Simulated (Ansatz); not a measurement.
# CF₂ (triplet): from Hartree-Fock to the top rungs at a displaced geometry (v2), cc-pVDZ

How much of the correlation energy of CF₂ (triplet) does each wave-function method recover here?

The runs use Ansatz 0.2.0, Gaussian basis; cc-pVDZ, core rule «outside noble gas», up to 3 orbitals frozen.

Plan: UHF; CCSD(T) on ROHF; CCSD(T) on UHF; BCCD(T) on ROHF; CISD; CCSDT(Q) on ROHF; CCSDT(Q) on UHF; CASSCF and MRCISD+Q, 14 electrons in 10 orbitals; CASSCF and MRCISD+Q(relaxed), 14 electrons in 10 orbitals; CASSCF and NEVPT2, 14 electrons in 10 orbitals.

25 further runs of the same task are left out: 10 that didn't finish, 15 set aside as unsound or not needed.

### Step 1. What is computed

The geometry is a PBE0/def2-TZVP stationary point (not a proven minimum) with its atoms shifted at random (size 0.100 Å).

3 atoms, charge 0, spin multiplicity 3.

Atoms are counted from 1 here; the program's logs count them from 0.

Bond lengths: C1–F2 1.313 Å, C1–F3 1.303 Å. Angles: F2–C1–F3 119.0°.

### Step 2. UHF

in.yaml reads:

```yaml
crystal:
  periodic: [false, false, false]
  atoms:
    - {symbol: C, position_ang: [0.096166, -0.494952, -0.005701]}
    - {symbol: F, position_ang: [-0.068708, 0.172665, -1.124474]}
    - {symbol: F, position_ang: [0.007912, 0.140241, 1.128078]}
basis:
  gaussian: {orbitals: cc-pVDZ}
magnetization: {spin_polarized: true, initial_magnetization: 2}
hamiltonian: {xc: hf}
output: {orbitals: {seedname: orbitals}}
```

Started as:

```console
> ansatz run in.yaml --threads 1 --pin off --events-out ev --progress --plain --max-ram 2393MiB
```

Further steps of the session: CCSD(T) on ROHF; CCSD(T) on UHF; BCCD(T) on ROHF; CISD; CCSDT(Q) on ROHF; CCSDT(Q) on UHF; CASSCF and MRCISD+Q, 14 electrons in 10 orbitals; CASSCF and MRCISD+Q(relaxed), 14 electrons in 10 orbitals; CASSCF and NEVPT2, 14 electrons in 10 orbitals.

**Question.** What will the summary of the whole plan be? Wanted: UCCSDT(Q) below the RHF energy; RMP2 from UCCSDT(Q); UMP2 from UCCSDT(Q); RCCSD from UCCSDT(Q); RCCSD(T) from UCCSDT(Q); UCCSD(T) from UCCSDT(Q); RCCSDT(Q) from UCCSDT(Q); NEVPT2 valence from UCCSDT(Q); MRCISD+Q valence from UCCSDT(Q).

As calculated:

| quantity | value |
| --- | --- |
| UCCSDT(Q) below the RHF energy | -13.0347 eV |
| RMP2 from UCCSDT(Q) | +637.9 meV |
| UMP2 from UCCSDT(Q) | +633.1 meV |
| RCCSD from UCCSDT(Q) | +293.9 meV |
| RCCSD(T) from UCCSDT(Q) | +47.0 meV |
| UCCSD(T) from UCCSDT(Q) | +46.6 meV |
| RCCSDT(Q) from UCCSDT(Q) | +4.5 meV |
| NEVPT2 valence from UCCSDT(Q) | +1154.5 meV |
| MRCISD+Q valence from UCCSDT(Q) | +144.7 meV |
| MRCISD+Q(relaxed) valence from UCCSDT(Q) | +89.4 meV |
| levels within 1 kcal/mol (43 meV) | BCCD(T), RCCSDT, UCCSDT, RCCSDT(Q) |
| T1 diagnostic | 0.021 |
| effectively unpaired electrons | 2.01 |

What this shows: RCCSD(T) lands +47.0 meV from the yardstick (0.4 % of the correlation energy). One determinant dominates. Of the multireference levels listed MRCISD+Q(relaxed) valence comes nearest in total energy (+89.4 meV), which doesn't show that its space is the better one. These misses are within one basis, not against nature; the frozen cores of restricted and unrestricted runs differ, which can shift their rows.
